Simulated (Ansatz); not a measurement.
Ideal-gas functions of `F[CH2][AlH2]` at 298.15 K and 1 bar, from an Ansatz frequency run at PBE0-D4/def2-TZVP.

Molar mass 62.02 g/mol, point group Cs (symmetry number 1), electronic degeneracy 1, moments of inertia 16.179, 103.819, 116.914 u Å². Harmonic wavenumbers (cm⁻¹, unscaled): 123, 200, 441, 479, 626, 694, 777, 1044, 1240, 1273, 1446, 1918, 1944, 3007, 3049.

Use S(trans) = R[1.5 ln M + 2.5 ln T − 1.1517]; rotational temperatures θ = 24.2544 K / I; S(rot) = R[ln(√π/σ · √(T³/θAθBθC)) + 1.5]; for each mode x = 1.438777 ν̃/T, S = R[x/(eˣ − 1) − ln(1 − e⁻ˣ)] and H = RT x/(eˣ − 1); 1 cm⁻¹ = 0.0119627 kJ/mol; R = 8.31446 J/(mol·K).

**Question.** By hand: the entropy, in J/(mol·K).

**Answer.** Translation 160.3. Rotation: θ = 1.4991, 0.2336, 0.2075 K, giving 99.2. Vibration, mode by mode: 12.77, 8.92, 3.45, 2.98, 1.70, 1.31, 0.95, 0.33, 0.15, 0.13, 0.06, 0.01, 0.01, 0.00, 0.00, in all 32.8. Electronic 0.0. Sum 292.3 J/(mol·K).

**Question.** By hand: H − E and G − E in kJ/mol, counted from the electronic energy.

**Answer.** Zero-point energy ½ × 18261 × 0.0119627 = 109.2; thermal vibration 5.7; translation, rotation and pV give 4 RT = 9.9. H − E = 124.8 kJ/mol, and G − E = 124.8 − 298.15 × 292.3/1000 = 37.7 kJ/mol.

Vibration gives 11 % of the entropy, 12.8 J/(mol·K) of it from the mode under 150 cm⁻¹: soft modes count most, and the harmonic formula is weakest for them.
